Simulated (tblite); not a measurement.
Species: C4H8NO (doublet state).
Z-matrix (Å and degrees, GFN2-xTB geometry), rows numbered from 1:
```
C 
N   1  1.4208
C   2  1.2389  1  131.14
C   3  1.4884  2  131.55  1    -1.05
C   3  1.5797  2  114.66  1   178.05
O   5  1.3015  3  112.82  2  -140.29
H   1  1.0905  2  107.93  3  -126.25
H   1  1.0955  2  113.80  3    -4.56
H   1  1.0907  2  108.07  3   117.20
H   4  1.0882  3  110.96  2    23.29
H   4  1.0899  3  109.30  2   -97.00
H   4  1.0887  3  108.38  2   145.00
H   5  1.1076  3  107.13  2   -11.94
H   5  1.1170  3   99.23  2   100.64
```

Computed geometry: GFN2-xTB, gas phase. This method treats the open shell by occupation alone, without spin polarisation.

Masses are those of the commonest isotopes; rigid-rotor values at the optimised geometry. The values belong to one conformer with, in the numbering `[CH3:1]/[N:2]=[C:3](\[CH3:4])[CH2:5][O:6]`, N2–C3–C5–O6 -140°.

What are A, B and C (GHz)?

Ia = 68.19, Ib = 228.18, Ic = 277.92 u·Å²; 505379 MHz·u·Å²/I gives 7411, 2215 and 1818 MHz, that is A = 7.4110, B = 2.2149, C = 1.8184 GHz.

Classify the top.

An asymmetric top: κ = (2 × 2215 − 7411 − 1818)/(7411 − 1818) = -0.86.

What does the inertial defect say?

Not planar: Δ = Ic − Ia − Ib = -18.45 u·Å². For a rigid frame Δ = −2 Σ m c², so Σ m c² = 9.22 u·Å² lies off the ab plane: 5.30 from hydrogen and 3.92 from heavier atoms. The atom farthest from that plane is 1.42 Å away.

Give the other two planar moments, Paa and Pbb, and the rms extents of the mass along the axes.

Paa = Σ m a² = (Ib + Ic − Ia)/2 = 218.95 and Pbb = Σ m b² = (Ia + Ic − Ib)/2 = 58.97 u·Å². With the mass M = 86.06 u, the rms extents √(P/M) along a, b and c are 1.60, 0.83, 0.33 Å.

For this open shell read J as N, the rotation without spin; fine and hyperfine splittings come on top. Its GFN2-xTB frequencies are all real (lowest 60 cm⁻¹). No vibrational averaging or centrifugal distortion is included, and the geometry carries the error of its method.
